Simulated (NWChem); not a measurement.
## NWChem input wanted

SiH4O: 6 atoms, total charge 0, spin state singlet. SMILES: `O[SiH3]`. The shape is that of a PBE0-D4/def2-TZVP optimisation.

```xyz
6

O     0.6367   -1.0303    0.4190
Si   -0.0357    0.3465   -0.1870
H     0.0691   -1.6292    0.9047
H    -1.1283    0.0457   -1.1528
H     1.0605    1.0649   -0.8756
H    -0.6023    1.2024    0.8917
```

Settings wanted:

- task: gradient
- method: DFT
- functional: B3LYP
- basis set: 6-31G*
- integral approximation: none
- reference: RKS
- integration grid: xfine
- SCF convergence threshold: 1e-08
- iteration cap: 100
- module: dft
- d and f functions: Cartesian

Problem. Give an NWChem 7.3.0 job that does this.

Solution. This one ran through:

h4osi.nw:
```
start h4osi
title "H4OSi gradient"
memory stack 880 mb heap 220 mb global 1100 mb
charge 0

geometry noautosym nocenter noautoz
  O        0.636700      -1.030300       0.419000
  Si      -0.035700       0.346500      -0.187000
  H        0.069100      -1.629200       0.904700
  H       -1.128300       0.045700      -1.152800
  H        1.060500       1.064900      -0.875600
  H       -0.602300       1.202400       0.891700
end

basis cartesian
  O library 6-31G*
  Si library 6-31G*
  H library 6-31G*
end

dft
  xc b3lyp
  grid xfine
  convergence energy 1e-08
  maxiter 100
  mulliken
  print medium
end

task dft gradient
```

```bash
$ nwchem h4osi.nw > h4osi.out
```

Calculated total energy: -367.14252 Eh, largest force 0.592 eV/Å.
